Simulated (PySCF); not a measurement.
Vertical excitation energies

Propylene oxide, C3H6O.
SMILES: `C[C@@H]1CO1`

The calculation used PySCF 2.14.0, density-fitted response routines, TDDFT B3LYP/def2-SVPD, vertical, gas phase, core orbitals frozen in the response. Isolated species at its GFN2-xTB geometry, gas phase.

**Question.** List the vertical singlet excitations with oscillator strengths and describe the spectrum.

**Answer.** 

```tsv
state	E (eV)	λ (nm)	ν̃ (cm⁻¹)	f	|μ| (D)	main configurations (H = HOMO, L = LUMO)
S1	7.32	169.3	59050	0.014	0.71	H→L (98%)
S2	7.91	156.7	63810	0.013	0.66	H→L+2 (62%), H→L+1 (31%)
S3	7.97	155.5	64300	0.014	0.68	H→L+1 (41%), H→L+3 (39%), H→L+2 (15%)
S4	8.00	155.0	64520	0.038	1.11	H→L+3 (55%), H→L+1 (22%), H→L+2 (20%)
S5	8.02	154.6	64660	0.012	0.63	H-1→L (94%)
S6	8.64	143.6	69660	0.010	0.56	H-1→L+2 (73%), H-1→L+1 (17%)
S7	8.68	142.8	70050	0.013	0.62	H→L+5 (60%), H-1→L+1 (19%), H→L+4 (10%)
S8	8.69	142.7	70080	0.0074	0.47	H-1→L+1 (63%), H-1→L+2 (23%), H→L+5 (9%)
```

Triplets (Tamm–Dancoff): T1 7.21 eV, H→L (96%); T2 7.59 eV, H→L+3 (88%); T3 7.80 eV, H→L+2 (66%), H→L+1 (21%).

The lowest singlet lies at 7.32 eV (169 nm, vacuum ultraviolet) and is weak; its leading configuration is HOMO→LUMO (98%). The strongest level in the table is S4 at 8.00 eV (155 nm, f = 0.038). S7/S8 lie within about 0.01 eV of each other. Löwdin shares by element: HOMO oxygen 67%, carbon 21%; LUMO carbon 52%, hydrogen 10% or more (atoms not listed hold the other 38%). The listed states span 1.37 eV, and the widest gap between neighbours is 0.62 eV (S5 to S6). The oscillator strengths of these states sum to 0.121; summed over the whole spectrum of an exact calculation they would give the number of electrons, 32 (Thomas–Reiche–Kuhn). Of the 8 states listed, 7 reach f = 0.01 and none stays under 0.0005. Singlets were solved by full linear response, triplets in the Tamm–Dancoff approximation.
